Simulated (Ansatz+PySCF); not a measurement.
A calculation with PySCF 2.14.0.

```python
from pyscf import gto, scf

mol = gto.M(atom="""
O 0.000000 0.000000 -0.531640
C 0.000000 1.068120 0.173050
C 0.000000 -1.068120 0.173050
H 0.000000 1.859680 -0.456550
H -0.823600 1.134240 0.772420
H 0.823600 1.134240 0.772420
H 0.000000 -1.859680 -0.456550
H 0.823600 -1.134240 0.772420
H -0.823600 -1.134240 0.772420
""", basis='def2-svp', charge=0, spin=0)
mf = scf.UHF(mol)
mf.init_guess = '1e'
mf.kernel()
while True:  # follow internal instabilities
    mo, _, stable, _ = mf.stability(return_status=True)
    if stable: break
    mf.kernel(mf.make_rdm1(mo, mf.mo_occ))
print(mf.converged, mf.e_tot, mf.spin_square()[0])
```

The script is written out from the run's settings.

Output:

```yaml
Converged: yes
Total_energy: -153.90084 hartree
Spin_squared_of_the_determinant: 0.000
```
